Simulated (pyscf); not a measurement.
H₃C–In=O + H₂ -> H₃C–In [singlet] + H₂O, a concerted two-bond exchange (singlet surface; In–O, H–H broken, H–O, H–O formed). Optimised with ωB97X-D3(BJ)/def2-SVP in PySCF. Energies in kJ/mol from the separated reactants.

Small-basis levels: PySCF, no dispersion term, spherical d functions. AM1 to PM7: differences of heats of formation from MOPAC, which are fitted to 298 K values and so differ in kind from electronic energies by zero-point and thermal terms. GFN2-xTB: tblite. Cost: rough CPU time at the saddle relative to B3LYP/6-31G*+LANL2DZ, from one job on a shared machine.

| level | barrier | reaction energy | cost |
|---|---|---|---|
| HF/6-31G*+LANL2DZ | 241.4 | -240.9 | 0.1 |
| MP2/6-31G*+LANL2DZ | 253.8 | -71.8 | 0.1 |
| SVWN5/6-31G*+LANL2DZ | 111.0 | -97.2 | 1.0 |
| BP86/6-31G*+LANL2DZ | 158.2 | -72.9 | 1 |
| PBE/6-31G*+LANL2DZ | 152.5 | -76.3 | 1 |
| B3LYP/6-31G*+LANL2DZ | 178.4 | -102.0 | 1 |
| B3LYP/def2-SVP | 133.4 | -184.1 | 2 |
| GFN2-xTB | 39.8 | -200.9 | under 0.02 |
| PM7 | 203.9 | -171.4 | under 0.02 |
| ωB97M-D3(BJ)/def2-TZVP | 192.9 | -180.1 | – |

Against the last row the barrier runs from -153.1 (GFN2-xTB) to +60.9 kJ/mol (MP2/6-31G*+LANL2DZ). ωB97M-D3(BJ)/def2-TZVP has limits of its own. On the product side the descent ends in a bound adduct, 36.0 kJ/mol under the separated species and 409.4 kJ/mol under the saddle at ωB97X-D3(BJ)/def2-TZVP. At ωB97X-D3(BJ)/def2-TZVP the barrier from the zero used here is 211.4 kJ/mol. One saddle was located; it need not be the lowest between these sides. One closed-shell reference is unstable to symmetry breaking; treat the single-reference values with care. In the def2 sets elements past Kr carry core potentials, without spin-orbit coupling.
